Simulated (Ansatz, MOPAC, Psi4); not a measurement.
Molecule: OF2 (charge 0, singlet). SMILES: FOF
Geometry from a B3LYP-D3(BJ)/def2-TZVP (Ansatz, an electronic-structure program) optimisation:
```
O
F 1 1.4020
F 1 1.4020 2 103.99
```
Charge 0, spin multiplicity 1.

Property: enthalpy of formation at 298 K, in kcal/mol. Conventions: no spin-orbit coupling; dispersion terms only where a functional's name holds one; UHF or UKS for open shells; six Cartesian d functions in 6-31G* and its kin unless marked 5d; 6-311+G** with 5d; non-relativistic. First-principles rows: single points at B3LYP-D3(BJ) geometries (Ansatz), with unscaled harmonic terms from B3LYP/6-31G* at its own minima, enthalpies of formation by atomisation with measured atoms. Semi-empirical rows: MOPAC heats of formation at their own minima for 298 K. The Hartree-Fock reference of FOF is unstable towards a lower, spin-broken solution.

Measured values: Active Thermochemical Tables 1.112 (ions: stationary electron), as tabulated in the package chemicals; they hold spin-orbit and core effects, anharmonicity. 

Value to compare with, the measured value: 5.9 kcal/mol.

```tsv
level	program	enthalpy of formation at 298 K (kcal/mol)	error
PM6	MOPAC	4.3	-1.6
HF/6-31G*	Ansatz	139.8	133.9
BLYP/6-31G*	Ansatz	-23.5	-29.4
B3LYP/6-31G*	Ansatz	-0.4	-6.3
B3LYP/6-31+G*	Ansatz	8.5	2.6
B3LYP/6-311+G**	Ansatz	13.6	7.7
wB97X-D/6-31G*	Psi4	2.8	-3.1
r2SCAN-D4/def2-TZVPD	Ansatz + dftd4	-0.8	-6.7
B3LYP/def2-TZVPD	Ansatz	5.7	-0.2
PBE0/def2-TZVPD	Ansatz	7.6	1.7
```

Among the 7 habitual levels, HF/6-31G* lies farthest from the measured value (133.9 kcal/mol); 3 of 7 lie above it, and their mean absolute error is 26.4 kcal/mol, the median 6.3. One case shows no general order.

The levels are drawn from those run, B3LYP/6-31G* more often than the rest, none by its result; runs whose electronic state is in doubt are left out.
